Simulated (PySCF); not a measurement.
Molecule: `CC(C)Cl`, C3H7Cl.

Geometry:
```
atom   x (Å)   y (Å)   z (Å)
  C1  -1.172  -0.537   0.131
  C2  -0.125   0.485  -0.252
  C3   1.296   0.012  -0.031
 Cl4  -0.400   2.002   0.696
  H5  -1.075  -0.813   1.193
  H6  -1.047  -1.448  -0.476
  H7  -2.186  -0.147  -0.032
  H8  -0.262   0.789  -1.301
  H9   1.458  -0.248   1.026
 H10   1.492  -0.883  -0.643
 H11   2.021   0.789  -0.310
```

Geometry PBE0-D3(BJ)/def2-SVP throughout; GIAO in PySCF 2.14, gas phase, one conformer, non-relativistic; equivalent atoms averaged; functional PBE0.

(1) How do the absolute shieldings σ depend on the basis set? (ppm; last column core-seconds on shared hosts with different chips, so compare them loosely)

(2) Which nucleus moves most, in ppm?

(3) Taking the largest basis, pcSseg-2 (249 functions), as the yardstick, rank the others by their worst heavy-atom deviation.

Results:

(1) 
```
    basis set  functions     C2  C1/C3    Cl4     H8  H5/H6/H7/H9/H10/H11  core-s
       STO-3G         31  180.5  210.5  965.9  30.01                31.40     2.9
        6-31G         54  145.5  171.8  786.0  28.52                31.04     6.3
     pcSseg-0         54  137.1  163.5  778.4  29.12                31.26     2.4
       6-31G*         74  141.5  167.5  781.7  27.94                30.59     9.6
     def2-SVP         95  139.5  167.1  804.5  27.54                30.08      10
      cc-pVDZ         95  138.1  168.8  789.1  27.43                29.96     4.6
     pcSseg-1        110  126.0  155.7  747.5  27.42                29.87      11
6-311+G(2d,p)        158  127.9  158.7  746.9  27.41                30.12      24
  aug-cc-pVDZ        159  136.1  168.2  782.3  27.23                29.91       9
    def2-TZVP        172  127.4  158.1  735.5  27.40                30.10      22
     IGLO-III        219  124.0  154.7  743.2  27.27                29.99      13
      cc-pVTZ        222  128.5  159.0  768.0  27.19                29.90      14
     pcSseg-2        249  123.5  154.7  741.6  27.14                29.86      36
```

(2) Cl4 (chlorine bonded to C): from 735.5 ppm with def2-TZVP to 965.9 ppm with STO-3G. The smallest spread is 1.54 ppm, at H5/H6/H7/H9/H10/H11. Proton shifts span only some 12 ppm, so a few tenths of a ppm matter as much there as several ppm in carbon.

(3) IGLO-III 1.6 ppm (219 functions), 6-311+G(2d,p) 5.3 ppm (158 functions), pcSseg-1 5.9 ppm (110 functions), def2-TZVP 6.1 ppm (172 functions), cc-pVTZ 26.4 ppm (222 functions), pcSseg-0 36.8 ppm (54 functions), 6-31G* 40.1 ppm (74 functions), aug-cc-pVDZ 40.7 ppm (159 functions), 6-31G 44.5 ppm (54 functions), cc-pVDZ 47.5 ppm (95 functions), def2-SVP 62.9 ppm (95 functions), STO-3G 224.3 ppm (31 functions).

A small basis that lands close on one nucleus may do so by chance; judge by the trend and by all nuclei.
